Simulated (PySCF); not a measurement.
**A diatomic session: PS**

The task here is to estimate one member of a computed series from the others.

Program: PySCF 2.14.0. Level of theory: P cc-pV(D+d)Z, S cc-pV(D+d)Z, no relativity. These are calculated values, not measurements.

Set-up of the first run:

A driver script around PySCF takes these settings:

| Quantity | Value |
| --- | --- |
| atoms | P, S |
| charge | 0 |
| basis | P cc-pV(D+d)Z, S cc-pV(D+d)Z |
| Hamiltonian | no relativity |
| basis functions | 46 |
| electrons treated | 31 |
| masses in u | 30.9738, 31.9721 |
| levels | PBE0, PBE, r²SCAN, TPSSh, BHandHLYP, BLYP, HF, MP2, SCS-MP2, CCSD, CCSD(T) |
| grid | 80 radial by 434 angular points |
| occupations | held fixed by the projection of orbital angular momentum |
| dissociation limit | P + S, each in its ground configuration |
| starting distance in angstrom | 2.050 |
| values of 2S to try | 1, 3, 5 |

Command:

```
$ OMP_NUM_THREADS=1 python dia.py task.json out
```

Steps of the session up to this table: Set-up; First curve: PBE0; Higher solutions at PBE0; PBE (GGA); r²SCAN; TPSSh (hybrid meta-GGA); BHandHLYP (global hybrid GGA); BLYP (GGA); ROHF (mean field); Adding correlation.

One table of the session follows, with a row left open; its other results are not shown here.

| level | Re (Å) | ωe (cm⁻¹) | De (eV) |
| --- | --- | --- | --- |
| ROHF | 1.878 | 831 | 1.58 |
| ROHF-MP2 | 1.916 | 757 | 3.70 |
| ROHF-SCS-MP2 | 1.916 | 755 | 3.62 |
| ROHF-CCSD | 1.916 | 753 | 3.30 |
| ROHF-CCSD(T) | 1.929 | 721 | 3.57 |
| PBE | 1.924 | 727 | 4.79 |
| BLYP | 1.937 | 701 | 4.66 |
| r²SCAN | 1.910 | 754 | 4.44 |
| TPSSh | 1.911 | 751 | 4.39 |
| PBE0 | ? | ? | ? |

Estimate the missing values for PBE0.

The run gave: Re (Å): 1.900; ωe (cm⁻¹): 775; De (eV): 4.37. In the column «Re (Å)» it lies between ROHF (1.878) and r²SCAN (1.910).

De is counted to P + S in their ground configurations.
